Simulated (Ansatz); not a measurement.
# Si2H4 (triplet): from Hartree-Fock to the top rungs at distance Si1–H5 along a hydrogen transfer = 1.939 Å, cc-pVDZ

An exercise on one series of results from a longer session: the logs are not shown, and one member is left open.

Program: Ansatz 0.2.0, Gaussian basis. Level of theory: cc-pVDZ, core rule «outside noble gas», up to 10 orbitals frozen. These are calculated values, not measurements.

Plan: UHF; CCSD(T) on ROHF; CCSD(T) on UHF; BCCD(T) on ROHF; CISD; CCSDT(Q) on ROHF; CCSDT(Q) on UHF; CASSCF and MRCISD+Q, 4 electrons in 4 orbitals; CASSCF and NEVPT2, 4 electrons in 4 orbitals.

7 further runs of the same task are left out: 2 for a mislabelled method, 3 that didn't finish, 2 set aside as unsound or not needed.

## What is computed

The geometry derives from fragments relaxed apart (PBE0/def2-TZVP) and kept rigid, so it is no stationary point. A hydrogen atom is moved between rigid fragments.

6 atoms, charge 0, spin multiplicity 3.

Atoms are counted from 1 here; the program's logs count them from 0.

Bond lengths: Si1–H2 1.485 Å, Si1–H3 1.485 Å, Si1–H4 1.485 Å, H5–Si6 1.440 Å. Angles: H2–Si1–H3 109.5°, H2–Si1–H4 109.5°, H3–Si1–H4 109.5°.

As a file:

```
Si   -1.5840    0.0000    0.0000
H    -2.0788    1.3997    0.0000
H    -2.0788   -0.6999    1.2122
H    -2.0788   -0.6999   -1.2122
H     0.3550    0.0000    0.0000
Si    1.7950    0.0000    0.0000
```

Set-up of the first run:

Input file in.yaml:

```yaml
crystal:
  periodic: [false, false, false]
  atoms:
    - {symbol: Si, position_ang: [-1.583962, 0.000000, 0.000000]}
    - {symbol: H, position_ang: [-2.078834, 1.399708, 0.000000]}
    - {symbol: H, position_ang: [-2.078834, -0.699854, 1.212183]}
    - {symbol: H, position_ang: [-2.078834, -0.699854, -1.212182]}
    - {symbol: H, position_ang: [0.355038, 0.000000, 0.000000]}
    - {symbol: Si, position_ang: [1.795038, 0.000000, 0.000000]}
basis:
  gaussian: {orbitals: cc-pVDZ}
magnetization: {spin_polarized: true, initial_magnetization: 2}
hamiltonian: {xc: hf}
output: {orbitals: {seedname: orbitals}}
```

Run with:

```console
$ ansatz run in.yaml --threads 1 --pin off --events-out ev --progress --plain --max-ram 2393MiB
```

Among the steps run: UHF; CCSD(T) on ROHF; CCSD(T) on UHF; BCCD(T) on ROHF; CISD; CCSDT(Q) on ROHF; CCSDT(Q) on UHF; CASSCF and MRCISD+Q, 4 electrons in 4 orbitals; CASSCF and NEVPT2, 4 electrons in 4 orbitals.

One of the session's tables, all rows but one given; the rest of the session is left out.

```
       method  from UCCSDT(Q) (kcal/mol)
         ROHF                    +150.41
          UHF                    +146.73
         RMP2                     +35.69
         UMP2                     +35.21
         CISD                          ?
        RCCSD                      +5.53
        UCCSD                      +5.37
     RCCSD(T)                      +1.30
     UCCSD(T)                      +1.28
      BCCD(T)                      +1.29
       RCCSDT                      +0.24
       UCCSDT                      +0.23
    RCCSDT(Q)                      +0.02
    UCCSDT(Q)                          0
  CASSCF pair                    +138.77
  NEVPT2 pair                     +33.79
  MRCISD pair                     +15.98
MRCISD+Q pair                      +0.82
```

Q: Estimate the row for CISD from the others.

As computed: from UCCSDT(Q) (kcal/mol): +19.22. In the column «from UCCSDT(Q) (kcal/mol)» it lies between MRCISD pair (+15.98) and NEVPT2 pair (+33.79).

Limits of these values: Restricted and unrestricted rows rest on different reference determinants; where their highest levels disagree by more than a few hundredths of an eV, they describe different states and don't form one ladder.
